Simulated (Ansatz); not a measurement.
A CCSD(T) single point on C2H5N3, SMILES `N=CN=CN`.

```yaml
crystal:
  periodic: [false, false, false]
  atoms:
    - {symbol: N, position_ang: [-2.362277, 0.857258, 0.846408]}
    - {symbol: C, position_ang: [-1.112465, 0.705028, 0.732222]}
    - {symbol: N, position_ang: [-0.481116, -0.138965, -0.168543]}
    - {symbol: C, position_ang: [0.796499, -0.149725, -0.125132]}
    - {symbol: N, position_ang: [1.540620, -0.915929, -0.935619]}
    - {symbol: H, position_ang: [-2.834984, 0.257761, 0.167418]}
    - {symbol: H, position_ang: [-0.461906, 1.288208, 1.400932]}
    - {symbol: H, position_ang: [1.374976, 0.465244, 0.575982]}
    - {symbol: H, position_ang: [1.082846, -1.509005, -1.606110]}
    - {symbol: H, position_ang: [2.540705, -0.911073, -0.884758]}
basis:
  gaussian: {orbitals: def2-SVP}
correlation: {method: ccsd_t}
```

```sh
$ ansatz run in.yaml --threads 2 --pin off --events-out ev --progress --plain --max-ram 4352MiB
```

The program prints (abridged):

```
Functional definition: HF
980 factors; integrals over basis functions are off by at most 1.3e-3 eV
mean field evaluation 1: about -6575.4867 eV, gradient 4.0e1 eV
mean field evaluation 2: about -6575.4922 eV, gradient 4.0e1 eV
mean field evaluation 4: about -6579.3854 eV, gradient 4.1e0 eV
mean field evaluation 8: about -6579.4627 eV, gradient 2.6e-1 eV
mean field evaluation 16: about -6579.4469 eV, gradient 1.4e0 eV
mean field -6579.46316085 eV, -241.7908114408 hartree, gradient 2.9e-6 eV, S^2 0.000000; 0 other end points of the search recorded, 0 dependent functions left out
5 core orbitals not correlated: weight in the atoms' cores, before any rotation towards them, 1.000 or more for the frozen orbitals, at most 0.000 for the correlated occupied ones
reference -6579.46316085 eV, -241.7908114408 hartree; 14, 14 occupied and 76, 76 virtual orbitals, 980 factors
second order -20.44289211 eV of doubles, -0.00000000 eV of singles
cycle   1  -20.67761920 eV  change   -2.3e-1 eV  update   1.1e-1
cycle   2  -21.23936230 eV  change   -5.6e-1 eV  update   3.5e-2
cycle   3  -21.39499037 eV  change   -1.6e-1 eV  update   1.9e-2
cycle   4  -21.38877489 eV  change    6.2e-3 eV  update   5.2e-3
cycle   5  -21.38631405 eV  change    2.5e-3 eV  update   2.5e-3
cycle   6  -21.38716825 eV  change   -8.5e-4 eV  update   7.9e-4
cycle   7  -21.38674624 eV  change    4.2e-4 eV  update   3.3e-4
cycle   8  -21.38666185 eV  change    8.4e-5 eV  update   1.2e-4
cycle   9  -21.38670087 eV  change   -3.9e-5 eV  update   5.4e-5
cycle  10  -21.38671031 eV  change   -9.4e-6 eV  update   2.1e-5
perturbative correction -0.77767269 eV, -0.0285789441 hartree
Total energy: -6601.62754385 eV, -242.6053374925 hartree
```

It took 4.5 s on 2 threads of an Intel Xeon Platinum 8488C on a shared host, with 0.42 GiB of host memory at the peak.

The correlation energy is -22.164 eV, 3.5 % of it from (T); the T1 diagnostic reads 0.0152.
